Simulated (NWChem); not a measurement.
**SiN2H5 (SMILES N[SiH]N) at UHF/6-31G(d) (spherical functions), part 1 of 2**

Aim: the adiabatic ionisation energy of SiN2H5 at UHF/6-31G* (spherical functions), from 2 runs. 

The calculation is run with NWChem 7.3.0.

## 1. Starting point

SiN2H5: 8 atoms, total charge 0, spin state doublet. As SMILES, `N[SiH]N`. The shape is that of a PBE0-D4/def2-TZVP optimisation. This is one conformer, not always the lowest. The run starts from this shape.

Bond lengths: N1–Si2 1.713 Å, Si2–N3 1.720 Å, N1–H4 1.008 Å, N1–H5 1.005 Å, Si2–H6 1.504 Å, N3–H7 1.008 Å, N3–H8 1.008 Å. Angles: N1–Si2–N3 106.1°, N1–Si2–H6 117.2°, N3–Si2–H6 103.6°, Si2–N1–H4 122.2°, Si2–N1–H5 121.8°, Si2–N3–H7 120.2°, Si2–N3–H8 119.6°, H4–N1–H5 112.8°, H7–N3–H8 111.5°.

## 2. A structure relaxation at UHF/6-31G(d) (spherical functions)

File m1.nw:

```
start m1
title "H5N2Si"
memory stack 880 mb heap 220 mb global 1100 mb
geometry units angstroms
  N     -1.027000     0.622100    -0.768300
  Si     0.527700     0.579900    -0.050700
  N      0.789500    -1.052600     0.425100
  H     -1.817900     0.144500    -0.364600
  H     -1.296600     1.349400    -1.406800
  H      0.716400     1.354100     1.225100
  H      0.730800    -1.794000    -0.255200
  H      1.468900    -1.260500     1.139500
end
basis spherical bse
  * library 6-31G*
end
scf
  doublet
  uhf
  thresh 1e-07
  maxiter 80
  print low
end
driver
  maxiter 60
end
freq
  temp 2 298.15 500
end
task scf optimize
task scf frequencies
```

Started as:

```bash
$ nwchem m1.nw > m1.out
```

The program printed:

```text
Northwest Computational Chemistry Package (NWChem) 7.3.0
             --------------------------------------------------------

           Job information
           ---------------

    nwchem branch   = 7.3.0
    use scalapack   = T
    input           = m1.nw
    prefix          = m1.
    data base       = ./m1.db
    status          = startup
    nproc           =        1

           Memory information
           ------------------

    heap     =     28835834 doubles =      220.0 Mbytes
    stack    =    115343359 doubles =      880.0 Mbytes
    global   =    144179200 doubles =     1100.0 Mbytes (distinct from heap & stack)
    total    =    288358393 doubles =     2200.0 Mbytes
    verify   = yes
    hardfail = no

           Directory information
           ---------------------

  0 permanent = .
  0 scratch   = .

                                NWChem Input Module
                                -------------------

                                      H5N2Si
                                      ------

 Scaling coordinates for geometry "geometry" by  1.889725989
 (inverse scale =  0.529177249)

 C1  symmetry detected

          ------
          auto-z
          ------
  no constraints, skipping    0.0000000000000000
  no constraints, skipping    0.0000000000000000

                             Geometry "geometry" -> ""
                             -------------------------

 Output coordinates in angstroms (scale by  1.889725989 to convert to a.u.)

  No.       Tag          Charge          X              Y              Z
 ---- ---------------- ---------- -------------- -------------- --------------
    1 N                    7.0000    -0.45911305    -1.38146108    -0.00969844
    2 Si                  14.0000     0.55579960    -0.00528816     0.08991637
    3 N                    7.0000    -0.48222363     1.36222712    -0.02139787
[... 4 lines of this table left out ...]
    8 H                    1.0000    -0.10553749     2.25161938    -0.30821330

      Atomic Mass
      -----------

      N                 14.003070
      Si                27.976930
      H                  1.007825

 Effective nuclear repulsion energy (a.u.)     111.0287189499

            Nuclear Dipole moment (a.u.)
            ----------------------------
        X                 Y               Z
 ---------------- ---------------- ----------------
     0.0000000000     0.0000000000    -0.0000000000

                                Z-matrix (autoz)
                                --------

 Units are Angstrom for bonds and degrees for angles

      Type          Name      I     J     K     L     M      Value
      ----------- --------  ----- ----- ----- ----- ----- ----------
    1 Stretch                  1     2                       1.71284
    2 Stretch                  1     4                       1.00826
    3 Stretch                  1     5                       1.00466
    4 Stretch                  2     3                       1.72046
    5 Stretch                  2     6                       1.50421
    6 Stretch                  3     7                       1.00793
    7 Stretch                  3     8                       1.00756
    8 Bend                     1     2     3               106.10273
    9 Bend                     1     2     6               117.16280
   10 Bend                     2     1     4               122.17987
   11 Bend                     2     1     5               121.84835
   12 Bend                     2     3     7               120.16142
   13 Bend                     2     3     8               119.63593
   14 Bend                     3     2     6               103.57542
   15 Bend                     4     1     5               112.76056
   16 Bend                     7     3     8               111.47268
   17 Torsion                  1     2     3     7          56.63416
   18 Torsion                  1     2     3     8        -158.51094
   19 Torsion                  3     2     1     4          43.63343
   20 Torsion                  3     2     1     5        -158.08743
   21 Torsion                  4     1     2     6         -71.37317
   22 Torsion                  5     1     2     6          86.90597
   23 Torsion                  6     2     3     7        -179.41170
   24 Torsion                  6     2     3     8         -34.55679

            XYZ format geometry
            -------------------
     8
 geometry
 N                    -0.45911305    -1.38146108    -0.00969844
 Si                    0.55579960    -0.00528816     0.08991637
 N                    -0.48222363     1.36222712    -0.02139787
[... 4 lines of this table left out ...]
 H                    -0.10553749     2.25161938    -0.30821330

 ==============================================================================
                                internuclear distances
 ------------------------------------------------------------------------------
[... 145 lines left out ...]
         Total SCF energy =   -400.722626464304
[... 25 lines left out ...]
@ ---- ---------------- -------- -------- -------- -------- -------- --------
[... 48 lines left out ...]
      One electron energy =   -773.781355465261
[... 11 lines left out ...]
 new step= 0.79                   predicted energy=   -400.723067
[... 66 lines left out ...]
      One electron energy =   -773.772093026882
[... 69 lines left out ...]
       Final UHF  results
[... 5 lines left out ...]
 Nuclear repulsion energy =    110.945442898079
[... 72 lines left out ...]
       Final UHF  results
[... 5 lines left out ...]
 Nuclear repulsion energy =    110.875288892701
[... 72 lines left out ...]
      One electron energy =   -773.476742158236
[... 11 lines left out ...]
 new step= 1.95                   predicted energy=   -400.723139
[... 66 lines left out ...]
      One electron energy =   -773.544436421754
[... 70 lines left out ...]
       Final UHF  results
[... 5 lines left out ...]
 Nuclear repulsion energy =    110.945002352026
[... 72 lines left out ...]
       Final UHF  results
[... 5 lines left out ...]
 Nuclear repulsion energy =    110.950481577150
[... 72 lines left out ...]
      One electron energy =   -773.537359736380
[... 11 lines left out ...]
 new step= 1.49                   predicted energy=   -400.723151
[... 66 lines left out ...]
      One electron energy =   -773.526963577991
[... 70 lines left out ...]
       Final UHF  results
[... 5 lines left out ...]
 Nuclear repulsion energy =    110.924547368869
[... 72 lines left out ...]
       Final UHF  results
[... 5 lines left out ...]
 Nuclear repulsion energy =    110.908165756345
[... 68 lines left out ...]
      One electron energy =   -773.480183687531
[... 11 lines left out ...]
 new step= 1.49                   predicted energy=   -400.723155
[... 62 lines left out ...]
      One electron energy =   -773.483582378670
[... 65 lines left out ...]
       Final UHF  results
[... 5 lines left out ...]
 Nuclear repulsion energy =    110.915456202579
[... 63 lines left out ...]
  The SCF is already converged
[... 40 lines left out ...]
@    8    -400.72315526 -9.3D-08  0.00003  0.00001  0.00041  0.00084    132.0
[... 129 lines left out ...]
         Total SCF energy =   -400.723155262983
[... 17 lines left out ...]
 stpr_wrt_fd_dipole: overwrite of existing file./m1.fd_ddipole
[... 39 lines left out ...]
 X vector of derivative dipole (au) [debye/angstrom]
[... 3 lines left out ...]
 d_dipole_x/<atom=   2,x> =     1.4055     [    6.7508]
[... 3 lines left out ...]
 d_dipole_x/<atom=   3,y> =     0.2628     [    1.2621]
[... 3 lines left out ...]
 d_dipole_x/<atom=   4,z> =    -0.1364     [   -0.6552]
[... 3 lines left out ...]
 d_dipole_x/<atom=   6,x> =    -0.3197     [   -1.5358]
[... 3 lines left out ...]
 d_dipole_x/<atom=   7,y> =     0.0571     [    0.2742]
[... 3 lines left out ...]
 d_dipole_x/<atom=   8,z> =     0.0628     [    0.3017]
[... 4 lines left out ...]
 d_dipole_y/<atom=   1,z> =    -0.1873     [   -0.8994]
[... 3 lines left out ...]
 d_dipole_y/<atom=   3,x> =     0.4272     [    2.0517]
[... 3 lines left out ...]
 d_dipole_y/<atom=   4,y> =     0.1395     [    0.6700]
[... 3 lines left out ...]
 d_dipole_y/<atom=   5,z> =    -0.0192     [   -0.0922]
[... 3 lines left out ...]
 d_dipole_y/<atom=   7,x> =    -0.0036     [   -0.0172]
[... 3 lines left out ...]
 d_dipole_y/<atom=   8,y> =     0.1218     [    0.5852]
[... 4 lines left out ...]
 d_dipole_z/<atom=   1,y> =    -0.0361     [   -0.1733]
[... 3 lines left out ...]
 d_dipole_z/<atom=   2,z> =     1.0073     [    4.8382]
[... 3 lines left out ...]
 d_dipole_z/<atom=   4,x> =    -0.0970     [   -0.4659]
[... 3 lines left out ...]
 d_dipole_z/<atom=   5,y> =     0.0350     [    0.1682]
[... 3 lines left out ...]
 d_dipole_z/<atom=   6,z> =    -0.4741     [   -2.2774]
[... 3 lines left out ...]
 d_dipole_z/<atom=   8,x> =     0.0702     [    0.3374]
[... 90 lines left out ...]
 Normal Eigenvalue ||         Derivative Dipole Moments (debye/angs)
[... 20 lines left out ...]
        Vibrational analysis via the FX method
  --- with translations and rotations projected out ---
  --- via the Eckart algorithm                      ---
 Projected Nuclear Hessian trans-rot subspace norm:3.2185D-33
                         (should be close to zero!)

          --------------------------------------------------------
          MASS-WEIGHTED PROJECTED HESSIAN (Hartree/Bohr/Bohr/Kamu)
          --------------------------------------------------------

               1            2            3            4            5            6            7            8            9           10
   ----- ----- ----- ----- -----
    1    3.30184D+01
    2    2.96715D+00  5.10819D+01
    3    2.44336D+01 -8.39650D+00  2.46614D+01
    4   -6.71691D+00 -5.26059D+00 -1.96449D+00  1.29368D+01
[... 19 lines of this table left out ...]
   24    4.31220D-01 -8.67827D-01  3.49619D-01 -9.88690D-01  7.36640D-01 -1.57093D-01  2.06054D+01  2.91884D+01 -1.77048D+01 -6.11161D-02

              11           12           13           14           15           16           17           18           19           20
   ----- ----- ----- ----- -----
   11    6.20266D+01
   12    1.17813D+01  2.46161D+02
   13    3.10732D+01 -6.71440D+00  8.30152D+01
   14    8.18681D+00 -5.42808D+00 -1.16382D+02  4.31469D+02
[... 9 lines of this table left out ...]
   24    5.02035D-01  2.34853D-01 -2.92957D-01 -7.25956D-01  8.47941D-02 -3.53669D-01  6.26203D-01 -5.13068D-01  7.18715D+00  2.74453D+01

              21           22           23           24
   ----- ----- ----- ----- -----
   21    2.26040D+02
   22    6.92495D+00  1.05055D+02
   23   -5.76935D+00  1.39199D+02  4.14297D+02
   24   -7.66223D+00 -7.96846D+01 -1.37294D+02  7.33751D+01

 center of mass
 --------------
 x =   0.02922986 y =  -0.00129210 z =   0.03700471

 moments of inertia (a.u.)
 ------------------
         252.449900812570          -0.296545178149           0.621239442769
          -0.296545178149          80.035252496298          -0.747572913414
           0.621239442769          -0.747572913414         315.692738076893

 Rotational Constants
 --------------------
 A=   0.752198 cm-1  (  1.082221 K)
 B=   0.238469 cm-1  (  0.343096 K)
 C=   0.190687 cm-1  (  0.274350 K)

 Temperature                      =   298.15K
 frequency scaling parameter      =   1.0000

 Zero-Point correction to Energy  =   39.999 kcal/mol  (  0.063743 au)
 Thermal correction to Energy     =   43.268 kcal/mol  (  0.068951 au)
 Thermal correction to Enthalpy   =   43.860 kcal/mol  (  0.069895 au)

 Total Entropy                    =   69.395 cal/mol-K
   - Translational                =   38.229 cal/mol-K (mol. weight =  61.0222)
   - Rotational                   =   23.361 cal/mol-K (symmetry #  =        1)
   - Vibrational                  =    7.805 cal/mol-K

 Cv (constant volume heat capacity) =   17.391 cal/mol-K
   - Translational                  =    2.979 cal/mol-K
   - Rotational                     =    2.979 cal/mol-K
   - Vibrational                    =   11.432 cal/mol-K

 Temperature                      =   500.00K
 frequency scaling parameter      =   1.0000

 Zero-Point correction to Energy  =   39.999 kcal/mol  (  0.063743 au)
 Thermal correction to Energy     =   47.417 kcal/mol  (  0.075563 au)
 Thermal correction to Enthalpy   =   48.410 kcal/mol  (  0.077146 au)

 Total Entropy                    =   80.919 cal/mol-K
   - Translational                =   40.796 cal/mol-K (mol. weight =  61.0222)
   - Rotational                   =   24.901 cal/mol-K (symmetry #  =        1)
   - Vibrational                  =   15.222 cal/mol-K

 Cv (constant volume heat capacity) =   23.201 cal/mol-K
   - Translational                  =    2.979 cal/mol-K
   - Rotational                     =    2.979 cal/mol-K
   - Vibrational                    =   17.242 cal/mol-K

          -------------------------------------------------
          NORMAL MODE EIGENVECTORS IN CARTESIAN COORDINATES
          -------------------------------------------------
             (Projected Frequencies expressed in cm-1)

                    1           2           3           4           5           6

 P.Frequency       -0.00       -0.00        0.00        0.00        0.00        0.00

           1    -0.16096    -0.06223    -0.09007     0.00736    -0.00516     0.01483
[... 22 lines of this table left out ...]
          24     0.01407     0.00690    -0.02643    -0.26607    -0.05735     0.11898

                    7           8           9          10          11          12

 P.Frequency      221.92      239.00      327.36      391.08      460.24      726.78

           1     0.05998     0.03085    -0.05404     0.05620     0.00802    -0.04025
[... 22 lines of this table left out ...]
          24    -0.24148    -0.50426     0.00624     0.55892    -0.23182    -0.02547

                   13          14          15          16          17          18

 P.Frequency      784.97      846.00      916.41      939.58     1000.38     1748.44

           1     0.02612    -0.08110     0.07087    -0.05888    -0.02295     0.04038
[... 22 lines of this table left out ...]
          24     0.00863     0.00006    -0.03789    -0.02583    -0.04810    -0.11075

                   19          20          21          22          23          24

 P.Frequency     1758.67     2273.86     3783.67     3791.00     3888.99     3894.78

           1     0.01330     0.00072     0.03156    -0.00032    -0.00450    -0.04248
[... 22 lines of this table left out ...]
          24     0.32665     0.00643    -0.00236    -0.22930    -0.21682     0.02347

 ----------------------------------------------------------------------------
 Normal Eigenvalue ||    Projected Derivative Dipole Moments (debye/angs)
  Mode   [cm**-1]  ||      [d/dqX]             [d/dqY]           [d/dqZ]
 ------ ---------- || ------------------ ------------------ -----------------
    1       -0.000 ||       0.004               0.055            -0.003
    2       -0.000 ||      -0.003              -0.025            -0.004
    3        0.000 ||      -0.000               0.026            -0.007
[... 20 lines of this table left out ...]
   24     3894.778 ||       0.353              -0.649             0.555
 ----------------------------------------------------------------------------

 ----------------------------------------------------------------------------
 Normal Eigenvalue ||           Projected Infra Red Intensities
  Mode   [cm**-1]  || [atomic units] [(debye/angs)**2] [(KM/mol)] [arbitrary]
 ------ ---------- || -------------- ----------------- ---------- -----------
    1       -0.000 ||    0.000133           0.003         0.129       0.018
    2       -0.000 ||    0.000029           0.001         0.029       0.004
    3        0.000 ||    0.000031           0.001         0.031       0.004
[... 20 lines of this table left out ...]
   24     3894.778 ||    0.036961           0.853        36.032       5.112
 ----------------------------------------------------------------------------

 vib:animation  F

 Task  times  cpu:       18.9s     wall:       18.9s
 Total times  cpu:      150.9s     wall:      150.9s
```

It took 2.5 min on 1 thread of Intel Xeon Platinum 8259CL at 2.50GHz (Skylake/Cascade Lake), shared host; peak memory 0.14 GiB.

The path in brief:

```
step  energy from the first frame kept (eV)
   0                                 0.0000
   1                                -0.0120
   2                                -0.0138
   3                                -0.0139
   4                                -0.0141
   5                                -0.0143
   6                                -0.0144
   7                                -0.0144
   8                                -0.0144
```

After the run. Bond lengths: N1–Si2 1.721 Å, Si2–N3 1.724 Å, N1–H4 0.999 Å, N1–H5 0.996 Å, Si2–H6 1.488 Å, N3–H7 0.998 Å, N3–H8 0.998 Å. Angles: N1–Si2–N3 106.8°, N1–Si2–H6 116.9°, N3–Si2–H6 104.5°, Si2–N1–H4 121.3°, Si2–N1–H5 122.0°, Si2–N3–H7 120.5°, Si2–N3–H8 120.5°, H4–N1–H5 112.3°, H7–N3–H8 111.5°.

(Continued in part 2 of 2.)
